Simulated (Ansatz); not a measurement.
The same path of FH3Si + H3P (9 atoms, charge 0, multiplicity 1) was run 3 times with different band settings. Lost on the way: Si1–H2, P6–H9. Made: Si1–P6, H2–H9.

Level of theory: RKS PBE/def2-SVP in Ansatz 0.2.0.

Relaxed end points:

```xyz
9
Properties=species:S:1:pos:R:3
Si 0.719 -0.021 -0.273
H 1.182 -0.247 1.136
H 1.845 -0.261 -1.234
H 0.181 1.371 -0.438
F -0.483 -1.090 -0.612
P -3.651 -0.218 1.452
H -2.595 -0.640 0.569
H -3.243 -1.148 2.476
H -2.843 0.838 2.013
```

```xyz
9
Properties=species:S:1:pos:R:3
Si -0.544 -0.200 -0.635
H 0.193 0.543 3.573
H 0.733 -0.127 0.152
H -0.606 0.906 -1.650
F -0.559 -1.631 -1.443
P -2.286 0.028 0.793
H -3.249 -0.376 -0.199
H -2.127 -1.306 1.312
H -0.441 0.746 3.188
```

Common settings: movable images 5; climbing image yes; optimiser quadratic models (default); force threshold 0.05 eV/Å; iteration limit 60; end points relaxed.

| run | spring | start path |
| --- | --- | --- |
| 1 | 5.0 eV/Å² | through a guess of the saddle point |
| 2 | 5.0 eV/Å² | straight line |
| 3 | 0.5 eV/Å² | through a guess of the saddle point |

(1) What does each run give, and how far can it be trusted?

Results:

(1) Run 1: converged after 19 iterations, highest image 2.154 eV above the first end. Neighbouring images differ by up to 2.1 eV, so the band resolves the path poorly. A vibrational analysis at the climbing image gives one clearly imaginary mode, 1021i cm⁻¹: a first-order saddle point.
Run 2: converged after 21 iterations, highest image 2.173 eV above the first end. Neighbouring images differ by up to 2.1 eV, so the band resolves the path poorly. The order of the stationary point at the top wasn't checked.
Run 3: converged after 18 iterations, highest image 2.154 eV above the first end. Neighbouring images differ by up to 2.1 eV, so the band resolves the path poorly. Another band between the same ends (5 images) ends at a top of the same energy, where a vibrational analysis finds 1 clearly imaginary mode.
The orbitals stay closed-shell, which can raise the energy where a bond breaks towards radicals; this wasn't checked here.
